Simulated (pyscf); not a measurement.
# Four-centre exchange: `[AsH2][InH2]` + `[H][H]` -> `[AsH2][InH2]` + `[H][H]`

Gas phase, singlet surface, charge 0. Bonds broken: In2–H5, H7–H8. Bonds formed: In2–H7, H5–H8. PySCF, gas phase, ωB97X-D3(BJ)/def2-SVP geometries.

Transition state (Å):

```xyz
8

As     0.2876     1.6294    -0.4184
In     0.3697    -0.6915     0.6251
H      0.2230     2.2932     0.9488
H     -1.2257     1.5519    -0.5285
H     -1.4213    -1.0972     1.3484
H      1.4229    -1.7706     1.4121
H     -0.7513    -1.8238    -0.5472
H     -1.2956    -1.5790     0.3692
```

One imaginary mode, 1674i cm⁻¹; descent along it reached the two sides named.

```
bond    change  reactant side (Å)  saddle  product side
------  ------  -----------------  ------  ------------
In2–H5  breaks              1.729   1.974           2.7
H7–H8   breaks              0.763   1.094           3.1
In2–H7   forms                2.7   1.978         1.728
H5–H8    forms                2.9   1.099         0.763
```

Electronic energies relative to the separated reactants (kJ/mol):

```csv
level,barrier,reaction energy,reverse barrier
ωB97X-D3(BJ)/def2-TZVP,137.4,0.0,137.4
PBE/def2-TZVP,113.8,0.0,113.8
r²SCAN/def2-TZVP,118.6,0.0,118.6
B3LYP-D3(BJ)/def2-TZVP,132.4,0.0,132.4
PBE0-D3(BJ)/def2-TZVP,121.3,0.0,121.3
M06-2X/def2-TZVP,139.4,0.0,139.4
ωB97M-D3(BJ)/def2-TZVP,138.9,0.0,138.9
HF/def2-TZVP,192.3,0.0,192.3
```

With ωB97M-D3(BJ)/def2-TZVP energies and thermal terms (ideal gas, 1 atm, RRHO with modes under 100 cm⁻¹ raised to 100, one conformer, R ln 2 for chiral ones without a mode under 150 cm⁻¹), in kJ/mol:

```tsv
T (K)	ΔH‡	ΔG‡	ΔH	ΔG
298	140.0	175.2	0.0	0.0
600	136.1	212.6	0.0	0.0
900	135.5	251.1	0.0	0.0
1200	136.4	289.6	0.0	0.0
```

At the saddle there is also a short H–In contact that neither side keeps. One saddle was located; it need not be the lowest between these sides. Elements up to Kr have no core potential and no relativistic terms here. Elements past Kr carry the def2 core potentials, without spin-orbit coupling.
